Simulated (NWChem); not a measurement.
Species: butadiene (C4H6); SMILES C(C=C)=C

```xyz
10

C     -0.1184     1.8470     0.0000
C      0.3968     0.6096     0.0000
C     -0.3968    -0.6096     0.0000
C      0.1184    -1.8470     0.0000
H     -1.2006     2.0119     0.0000
H      0.5204     2.7333     0.0000
H      1.4862     0.4817     0.0000
H     -1.4862    -0.4817     0.0000
H     -0.5204    -2.7333     0.0000
H      1.2006    -2.0119     0.0000
```
Atoms are numbered in this order, from 1.

Program: NWChem. Medium grid unless said otherwise, to which SCAN and Minnesota functionals are sensitive. Geometry: optimised at PBE0/def2-SVP.

Estimate the computed values for r2SCAN/def2-SVP. Quantities: highest occupied level (eV); orbital gap (eV).


- highest occupied level (eV): -5.93
- orbital gap (eV): 4.34
